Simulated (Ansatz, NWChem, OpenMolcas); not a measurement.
How basis sets differ on C3H6F2 (1,3-difluoropropane)

C3H6F2: 11 atoms, total charge 0, spin state singlet. As SMILES, `FCCCF`. The shape is that of a PBE0-D4/def2-TZVP optimisation. This is one conformer, not always the lowest.

```tsv
atom	x (Å)	y (Å)	z (Å)
F	-1.9644	1.4327	-0.1071
C	-0.7153	1.0007	0.3006
C	-0.3750	-0.2988	-0.3878
C	0.9675	-0.8382	0.0347
F	1.9756	0.0402	-0.3312
H	-0.7445	0.8753	1.3886
H	0.0080	1.7818	0.0541
H	-0.3882	-0.1543	-1.4716
H	-1.1381	-1.0462	-0.1471
H	1.0262	-0.9681	1.1208
H	1.1734	-1.7980	-0.4459
```

Each level gives the dipole moment (D). The values are calculated.

| level | kind | program | value (D) | CPU time |
| --- | --- | --- | --- | --- |
| HF/STO-3G | Hartree–Fock | NWChem | 1.28 | 2.1 s |
| HF/3-21G | Hartree–Fock | Ansatz | 2.32 | 1.2 s |
| HF/cc-pVDZ | Hartree–Fock | OpenMolcas | 2.20 | 12 s |
| HF/def2-SVP | Hartree–Fock | Ansatz | 2.27 | 5.7 s |
| HF/def2-TZVP | Hartree–Fock | NWChem | 2.19 | 2.8 min |

The values span 1.28 to 2.32 D. Sets without polarisation functions give poor dipoles. Without the sets that lack polarisation functions the rows with a basis span only 2.19 to 2.27 D. Times are those of the runs behind each value, whatever else they computed, on shared processors of several kinds: orders of magnitude only.
